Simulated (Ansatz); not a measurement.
# NS⁺, singlet: reading a ladder of total energies

Geometry: that of the NS, doublet, kept fixed.

```yaml
atoms:
  - { symbol: N, position_ang: [0.0000, 0.0000, 0.0000] }
  - { symbol: S, position_ang: [0.0000, 0.0000, 1.4856] }
```

Basis 6-31G; Ansatz 0.2.0. Correlated methods freeze the noble-gas cores, which leaves 10 electrons in 16 orbitals. Prefix R: restricted or restricted open-shell reference.

Full CI is exact within this basis and frozen core; it isn't the basis-set limit.

RCCSD has a T1 diagnostic of 0.023 and a largest doubles amplitude of 0.16.

Runs differ by some tens of microhartree through their thresholds, so steps under 0.03 kcal/mol mean nothing.

```json
{"level": "RHF", "total energy (hartree)": "-451.447593"}
{"level": "RMP2", "total energy (hartree)": "-451.691387"}
{"level": "RCCSD*", "total energy (hartree)": "-451.665980"}
{"level": "RCCSD(T)*", "total energy (hartree)": "-451.675661"}
{"level": "RCCSDT", "total energy (hartree)": "-451.675547"}
{"level": "RCCSDT(Q)", "total energy (hartree)": "-451.679103"}
{"level": "RCCSDTQ", "total energy (hartree)": "-451.678431"}
{"level": "full CI", "total energy (hartree)": "-451.678956"}
```

Question: What is the correlation energy at full CI, and what share of it do RMP2 and RCCSDT recover?

Answer: E(corr) = -451.678956 − (-451.447593) = -0.231363 hartree = -6.296 eV. RMP2: -0.243794 / -0.231363 = 105.37 %. RCCSDT: -0.227954 / -0.231363 = 98.53 %.

Question: By how many kcal/mol does RCCSD(T) miss full CI (1 hartree = 627.509 kcal/mol), and which steps make up the rest?

Answer: -451.675661 − (-451.678956) = 0.003295 hartree = 2.07 kcal/mol. Steps: RCCSDT − RCCSD(T) = 0.07, RCCSDT(Q) − RCCSDT = -2.23, RCCSDTQ − RCCSDT(Q) = 0.42, full CI − RCCSDTQ = -0.33 kcal/mol. With more than one leading determinant such errors change with state and geometry, and needn't cancel in differences.

An asterisk marks runs whose energy the program itself flagged as in doubt.
